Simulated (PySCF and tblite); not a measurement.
The numbers below are computed, except where a source is named.
System: C₅H₈F (charge +1), numbered as in [CH2:1]=[C:2]([F:3])[C+:4]([CH3:5])[CH3:6].

Motion: rotation about the C2–C4 bond (torsion C1–C2–C4–C5 from 180° to 360°, rising). GFN2-xTB gives an electronic barrier of 13.2 kcal/mol.

The ion is treated without a counter-ion.

PBE0/pcSseg-1 + D3(BJ) on PBE0-D3(BJ)/def2-SVP geometries gives 20.4 kcal/mol and k(298 K) = 0.055 s⁻¹.

Q: What does PBE0/def2-SVP + D3(BJ) give on PBE0-D3(BJ)/def2-SVP geometries?

A: A barrier of 21.0 kcal/mol, 0.6 above the first DFT barrier (from unrounded values) and, with GFN2-xTB thermal terms, ΔG‡(298 K) = 20.2 kcal/mol and k = 0.02 s⁻¹ (2 equivalent paths).

Q: At the first level the ¹³C lines of C5 / C6 span 44 Hz and merge at 382 K (90 MHz). What does the second level predict?

A: A span of 56 Hz and merging at 398 K.

Programs: tblite and PySCF.
